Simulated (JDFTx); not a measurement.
An input for JDFTx (a modified build) (phosphine, PH3 (SMILES P), charge 0, multiplicity 1; bohr, hartree):

```
lattice \
  13.2280828724 0.0000000000 0.0000000000 \
  0.0000000000 13.2280828724 0.0000000000 \
  0.0000000000 0.0000000000 11.3383567478
coords-type Cartesian
ion P -0.0611327650 0.4916984862 -0.7260012742 0
ion H -1.8865074049 1.6865472109 0.7259845304 0
ion H -0.1835093259 -1.6865472109 0.7259216579 0
ion H 1.8865074049 1.4746728491 0.7260012742 0
ion-species pseudo/p_pbe_v1.5.upf
ion-species pseudo/h_pbe_v1.4.upf
elec-cutoff 20 100
elec-ex-corr gga-PBE
symmetries none
coulomb-interaction Isolated
coulomb-truncation-embed 0 0 0
elec-n-bands 4
electronic-minimize nIterations 150 energyDiffThreshold 1e-7
dump-name s0.$VAR
dump End State Ecomponents EigStats BandEigs Forces ElecDensity IonicPositions
```

Problem. What happens when this is run, and what should be changed?

Solution. It stops during set-up with
```
Atom 1 lies within the margin of 5 bohrs from the truncation boundary.
Expand unit cell, or if absolutely sure, reduce coulomb-truncation-ion-margin.
Failed.
```
The box is too small for the truncated Coulomb interaction: enlarge the cell, or lower coulomb-truncation-ion-margin if the density is known to be confined.
